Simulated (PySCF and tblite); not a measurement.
Values are calculated unless marked as measured or tabulated.
Molecule: piperazine, C4H10N2, numbered as in [CH2:1]1[CH2:2][NH:3][CH2:4][CH2:5][NH:6]1.

The mean out-of-plane torsion at N3 (0° is planar) is held and the rest relaxed at GFN2-xTB. Energies: PBE0/pcSseg-1 + D3(BJ). (tblite 0.8, PySCF 2.14.)

GFN2-xTB profile:

(out-of-plane angle °, kcal/mol): (-42, 1.87), (-35, 0.00), (-26, 1.53), (-14, 5.08), (0, 6.66), (14, 4.94), (26, 2.03), (35, 1.12), (42, 3.41)

Task: Give the DFT energy and dipole along the out-of-plane angle.

Result: 
| out-of-plane angle ° | E kcal/mol | dipole D |
| --- | --- | --- |
| -42 | 2.98 | 0.46 |
| -35 | 1.06 | 0.00 |
| -26 | 2.10 | 0.53 |
| -14 | 4.52 | 1.12 |
| 0 | 5.04 | 1.51 |
| 14 | 3.08 | 1.69 |
| 26 | 0.63 | 1.84 |
| 35 | 0.00 | 1.96 |
| 42 | 2.22 | 2.09 |

Task: Where is the lowest sampled point, and what does the planar form cost?

Result: At 35°; the point at 0° lies 5.04 kcal/mol above it.
